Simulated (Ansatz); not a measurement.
Geometry optimisation, Ansatz 0.2.0, UKS B3LYP/def2-SVP.

input.yaml

```yaml
crystal:
  periodic: [false, false, false]
  atoms:
    - { symbol: H, position_ang: [1.481461, -0.642557, 0.208562] }
    - { symbol: C, position_ang: [-0.65591, 0.307961, -0.203187] }
    - { symbol: F, position_ang: [-1.469106, -0.640473, 0.23342] }
    - { symbol: F, position_ang: [-0.65869, 1.360506, 0.599009] }
    - { symbol: H, position_ang: [2.07911, -0.936874, 0.433559] }
    - { symbol: H, position_ang: [-0.776965, 0.551438, -1.271363] }
magnetization:
  spin_polarized: true
  initial_magnetization: 1
basis:
  gaussian: { orbitals: def2-SVP }
hamiltonian:
  xc: b3lyp
relax:
  f_tol: 0.03
  max_steps: 50
```

Launched with:

```bash
$ ansatz run input.yaml --threads 1 --pin off --max-ram 2048MiB --backend cpu --events-out ev --progress --plain --runs-dir out
```

Question: Where does it end, and by what steps?

Answer: The run converged. The force dipped under the threshold on the way, but the program's further checks kept it going. After 15 steps the energy has fallen by 0.114 eV; H5 moved furthest, 0.53 Å.

| step | energy less start (eV) | largest force component (eV/Å) | accepted |
| --- | --- | --- | --- |
| 0 | 0.0000 | 2.213 | yes |
| 1 | -0.0967 | 0.173 | yes |
| 2 | -0.1074 | 0.112 | yes |
| 3 | -0.1096 | 0.036 | yes |
| 4 | -0.1105 | 0.139 | yes |
| 5 | -0.1114 | 0.100 | yes |
| 6 | -0.1113 | 0.292 | no |
| 7 | -0.1125 | 0.021 | yes |
| 8 | -0.1088 | 0.512 | no |
| 9 | -0.1130 | 0.029 | yes |
| 10 | -0.1134 | 0.075 | yes |
| 11 | -0.1137 | 0.084 | yes |
| 12 | -0.1140 | 0.048 | yes |
| 13 | -0.1142 | 0.039 | yes |
| 14 | -0.1143 | 0.030 | yes |
| 15 | -0.1143 | 0.014 | yes |

```xyz
6
Properties=species:S:1:pos:R:3
H 1.843 -0.816 0.332
C -0.877 0.376 -0.082
F -1.884 -0.455 0.137
F -1.069 1.548 0.501
H 2.548 -1.092 0.248
H -0.561 0.439 -1.136
```

Whether the end is a true minimum wasn't checked by a vibrational analysis.

Run time: 17 s on 1 thread of Intel(R) Xeon(R) 6975P-C (Granite Rapids), with other jobs on the host, peak memory 0.14 GiB.
